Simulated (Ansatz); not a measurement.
# BF (SMILES [B]F) at 6 levels

Aim: a comparison of 6 runs (SVWN5/STO-3G, UPBE/STO-3G, RPA@PBE/STO-3G, MP2/STO-3G, CCSD/STO-3G, UCCSD(T)/STO-3G) of BF. 

Program for the calculation: Ansatz 0.2.0.

39 further runs of the same task are left out: 1 that didn't finish, 38 set aside as unsound or not needed.

## (1) The structure to begin with

BF has 2 atoms, charge 0, and is taken as a singlet. As SMILES, `[B]F`. The F2–B1 distance was set to 1.556 Å, away from the relaxed value.

Bond lengths: B1–F2 1.556 Å.

## (2) The energy at SVWN5/STO-3G (run 1)

File run.yaml:

```yaml
basis:
  gaussian:
    orbitals: STO-3G
crystal:
  periodic: [false, false, false]
  atoms:
    - {symbol: B, position_ang: [0.000000, 0.000000, -0.311110]}
    - {symbol: F, position_ang: [0.000000, 0.000000, 1.244390]}
hamiltonian:
  xc: {name: SVWN5}
accuracy: high
```

Command:

```console
$ ansatz run run.yaml --threads 1 --pin off --max-ram 2610MiB --events-out events.jsonl --progress --plain --runs-dir runs
```

Log:

```text
Warning: RAYON_NUM_THREADS=1 ignored (pool sized by the plan → 1); use --threads N
Functional definition: SVWN5
  name "SVWN5"
  exchange = slater_x
  correlation = vwn5_c
149 factors; integrals over basis functions are off by at most 9.9e-9 eV
mean field evaluation 1: about -3316.2152 eV, gradient 8.0e0 eV
mean field evaluation 2: about -3315.3676 eV, gradient 1.7e1 eV
mean field evaluation 4: about -3316.5038 eV, gradient 1.9e0 eV
mean field evaluation 8: about -3316.4781 eV, gradient 3.1e-2 eV
mean field evaluation 16: about -3316.4781 eV, gradient 1.2e-8 eV
mean field -3316.47813827 eV, -121.8783235917 hartree, gradient 2.0e-8 eV, S^2 0.000000; 0 other end points of the search recorded, 0 dependent functions left out
reference -3316.47813945 eV, -121.8783236352 hartree; 7, 7 occupied and 3, 3 virtual orbitals, 149 factors
Total energy: -3316.47813945 eV, -121.8783236352 hartree
```

Run time: 0.36 s. Hardware: 1 thread of Arm Neoverse N1, shared host.

## (3) The energy at UPBE/STO-3G (run 2)

File in.yaml:

```yaml
crystal:
  periodic: [false, false, false]
  atoms:
    - {symbol: B, position_ang: [0.000000, 0.000000, -0.311110]}
    - {symbol: F, position_ang: [0.000000, 0.000000, 1.244390]}
basis:
  gaussian:
    orbitals: STO-3G
hamiltonian:
  xc: {name: PBE}
magnetization:
  spin_polarized: true
accuracy: high
```

Command:

```console
$ ansatz run in.yaml --threads 1 --pin off --max-ram 2610MiB --events-out events.jsonl --progress --plain --runs-dir runs
```

Log:

```text
Warning: RAYON_NUM_THREADS=1 ignored (pool sized by the plan → 1); use --threads N
Functional definition: PBE
  name "PBE"
  parameter kappa = 0.804
  parameter beta = 0.06672455060314922
  exchange = pbe_x(kappa = kappa, mu = beta*pi^2/3)
  correlation = pbe_c(beta = beta)
149 factors; integrals over basis functions are off by at most 9.9e-9 eV
mean field evaluation 1: about -3338.3314 eV, gradient 4.4e0 eV
mean field evaluation 2: about -3337.9959 eV, gradient 8.7e0 eV
mean field evaluation 4: about -3338.5339 eV, gradient 7.4e-1 eV
mean field evaluation 8: about -3338.5028 eV, gradient 1.6e-3 eV
mean field evaluation 16: about -3338.5028 eV, gradient 3.6e-8 eV
mean field -3338.50279704 eV, -122.6877148729 hartree, gradient 3.6e-8 eV, S^2 0.000000; 1 other end points of the search recorded, 0 dependent functions left out
reference -3338.50279827 eV, -122.6877149179 hartree; 7, 7 occupied and 3, 3 virtual orbitals, 149 factors
Total energy: -3338.50279827 eV, -122.6877149179 hartree
```

Run time: 0.87 s. Hardware: 1 thread of Arm Neoverse N1, shared host.

Runs 3 to 5 aren't shown in full; the table further down has their settings and results.

## (4) A single-point energy at UCCSD(T)/STO-3G (run 6)

File molecule.yaml:

```yaml
crystal:
  periodic: [false, false, false]
  atoms:
    - {symbol: B, position_ang: [0.000000, 0.000000, -0.311110]}
    - {symbol: F, position_ang: [0.000000, 0.000000, 1.244390]}
basis:
  gaussian:
    orbitals: STO-3G
magnetization:
  spin_polarized: true
correlation:
  method: ccsd_t
  frozen_orbitals: {B: 1, F: 1}
accuracy: high
scf:
  omitted_lower_state_checks: [cluster_reference, increment]
```

Command:

```console
$ ansatz run molecule.yaml --threads 1 --pin off --max-ram 2610MiB --events-out events.jsonl --progress --plain --runs-dir runs
```

Log:

```text
Warning: RAYON_NUM_THREADS=1 ignored (pool sized by the plan → 1); use --threads N
[... 13 lines left out ...]
2 core orbitals not correlated: weight in the atoms' cores, before any rotation towards them, 1.000 or more for the frozen orbitals, at most 0.000 for the correlated occupied ones
[... 32 lines left out ...]
Total energy: -3330.25139678 eV, -122.3844815062 hartree
Checks for a lower state left out: cluster_reference, increment
```

Run time: 0.36 s. Hardware: 1 thread of Arm Neoverse N1, shared host.

## (5) Overview of the runs

| run | level | frozen core orbitals | energy (Eh) | wall time |
| --- | --- | --- | --- | --- |
| 1 | SVWN5/STO-3G | – | -121.878324 | 0.36 s |
| 2 | UPBE/STO-3G | – | -122.687715 | 0.87 s |
| 3 | RPA@PBE/STO-3G | 2 | -122.439905 | 0.75 s |
| 4 | MP2/STO-3G | 2 | -122.351887 | 0.08 s |
| 5 | CCSD/STO-3G | 2 | -122.374491 | 0.16 s |
| 6 | UCCSD(T)/STO-3G | 2 | -122.384482 | 0.36 s |

## (6) Results

```
                                          quantity          value
                               run 6: total energy  -122.38448 Eh
run 6: correlation energy (2 core orbitals frozen)      -97.6 mEh
                             run 6: (T) correction     -10.00 mEh
          run 6: ⟨S²⟩ of the reference determinant          0.180
                              run 6: T1 diagnostic          0.067
```

**Reading.** Totals of different functionals can't be ranked against each other. In run 5 the T1 diagnostic is large, so a single reference may not serve. In runs 4, 5 the log says that unrestricted orbitals would lower the reference, so the values rest on an unstable closed-shell determinant (other closed-shell runs at this shape may share the fault). In runs 1, 2, 3, 4, 5, 6 the basis is minimal, so the values are rough. Spin contamination of the reference: run 6 ⟨S²⟩ = 0.18. All runs together took 2.6 s, the longest 0.87 s.
